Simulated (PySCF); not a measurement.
Dissociation curve of OH, doublet.

Computed with PySCF 2.14.0 with CCSD(T) on UHF/cc-pVDZ, 1 core orbital frozen.

### Question
Relative to R = 0.97 Å, what are the energies at R = 0.92, 1.74, 2.14, 2.41 Å?

### Answer
2.2 kcal/mol at 0.92 Å, 73.7 kcal/mol at 1.74 Å, 90.4 kcal/mol at 2.14 Å, 93.0 kcal/mol at 2.41 Å.

The unrestricted determinant behind UCCSD(T) is spin-contaminated at 1.32 to 3.89 Å (<S²> up to 1.8, against 0.75 for a pure doublet).
